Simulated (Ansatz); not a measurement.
# C4H5NO: a ladder of functionals and wavefunction methods

The task here is to estimate one member of a computed series from the others.

Computed with Ansatz 0.2.0, Gaussian basis. Level: functionals in def2-TZVPP, the program's frozen cores in correlated methods.

Plan: LDA (SPW92), PBE-D4, revPBE-D4, BLYP-D4, r2SCAN-D4, B97M-V, PBE0-D4, B3LYP-D4, r2SCANh-D4, r2SCAN0-D4, HSE06-D4, BHLYP-D4, CAM-B3LYP-D4, LC-ωPBE, ωB97X-V, ωB97M-V, B2PLYP, PBE-QIDH; CCSD(T)/def2-SVP; CCSD(T)/def2-TZVPP; MP2/def2-QZVPP; extrapolation to the limit; RPA on PBE.

### The geometry

An earlier PBE0-D4 in a triple-zeta def2 set relaxation fixed the geometry.

11 atoms, charge 0, spin multiplicity 1.

Atoms are counted from 1 here; the program's logs count them from 0.

Bond lengths: C1–C2 1.478 Å, C1–H7 1.089 Å, C1–H8 1.093 Å, C1–H9 1.093 Å, C2–C3 1.357 Å, C2–O6 1.338 Å, C3–C4 1.414 Å, C3–H10 1.077 Å, C4–N5 1.301 Å, C4–H11 1.081 Å, N5–O6 1.376 Å. Angles: C2–C1–H7 110.1°, C2–C1–H8 110.8°, C2–C1–H9 110.8°, H7–C1–H8 108.7°, H7–C1–H9 108.7°, H8–C1–H9 107.7°, C1–C2–C3 133.7°, C1–C2–O6 117.0°, C3–C2–O6 109.3°, C2–C3–C4 103.4°, C2–C3–H10 127.9°, C4–C3–H10 128.7°, C3–C4–N5 112.1°, C3–C4–H11 129.0°, N5–C4–H11 119.0°, C4–N5–O6 105.4°, C2–O6–N5 109.8°.

As a file:

```xyz
11
charge 0, multiplicity 1
C    -0.3833   -0.3216    1.6433
C    -0.1569    0.0418    0.2290
C     0.7454   -0.3480   -0.7060
C     0.3807    0.4034   -1.8471
N    -0.6441    1.1724   -1.6188
O    -0.9865    0.9454   -0.3059
H     0.3503   -1.0608    1.9620
H    -1.3836   -0.7388    1.7812
H    -0.2983    0.5566    2.2877
H     1.5452   -1.0605   -0.5962
H     0.8311    0.4100   -2.8293
```

Set-up of the first run:

The input, in.yaml:

```yaml
crystal:
  periodic: [false, false, false]
  atoms:
    - {symbol: C, position_ang: [-0.383273, -0.321578, 1.643296]}
    - {symbol: C, position_ang: [-0.156880, 0.041812, 0.229044]}
    - {symbol: C, position_ang: [0.745412, -0.347979, -0.705972]}
    - {symbol: C, position_ang: [0.380711, 0.403424, -1.847068]}
    - {symbol: N, position_ang: [-0.644138, 1.172401, -1.618806]}
    - {symbol: O, position_ang: [-0.986532, 0.945427, -0.305917]}
    - {symbol: H, position_ang: [0.350258, -1.060797, 1.962017]}
    - {symbol: H, position_ang: [-1.383588, -0.738809, 1.781176]}
    - {symbol: H, position_ang: [-0.298261, 0.556593, 2.287741]}
    - {symbol: H, position_ang: [1.545196, -1.060463, -0.596200]}
    - {symbol: H, position_ang: [0.831094, 0.409969, -2.829312]}
basis:
  gaussian: {orbitals: def2-TZVPP}
hamiltonian: {xc: lda}
output: {orbitals: {seedname: orbitals}}
```

The run is started by

```
> ansatz run in.yaml --threads 4 --pin off --events-out ev --progress --plain --max-ram 10444MiB
```

Among the steps run: LDA; PBE-D4 (GGA); revPBE-D4 (GGA); BLYP-D4 (GGA); r2SCAN-D4 (meta-GGA); B97M-V (meta-GGA); PBE0-D4 (hybrid); B3LYP-D4 (hybrid); r2SCANh-D4 (hybrid); r2SCAN0-D4 (hybrid); HSE06-D4 (hybrid); BHLYP-D4 (hybrid); CAM-B3LYP-D4 (range-separated); LC-ωPBE (range-separated); ωB97X-V (range-separated); ωB97M-V (range-separated); B2PLYP (double hybrid); PBE-QIDH (double hybrid).

One of the session's tables, all rows but one given; the rest of the session is left out.

It belongs to the step «Orbital energies across the functionals». 

```
  functional  HOMO (eV)  gap (eV)
 LDA (SPW92)      -6.51      5.04
      PBE-D4      -6.30      5.06
   revPBE-D4      -6.23      5.07
     BLYP-D4      -6.16      5.01
   r2SCAN-D4      -6.48      5.40
      B97M-V      -6.46      5.44
     PBE0-D4      -7.40      7.13
    B3LYP-D4      -7.20      6.67
  r2SCANh-D4      -6.90      6.18
  r2SCAN0-D4      -7.53      7.34
    HSE06-D4      -7.00      6.34
    BHLYP-D4      -8.35      9.12
CAM-B3LYP-D4          ?         ?
     LC-ωPBE     -10.07     12.08
     ωB97X-V      -9.68     11.64
     ωB97M-V      -9.58     11.48
```

Estimate the missing values for CAM-B3LYP-D4.

As computed: HOMO (eV): -8.72; gap (eV): 9.57. In the column «HOMO (eV)» it lies between ωB97M-V (-9.58) and BHLYP-D4 (-8.35).
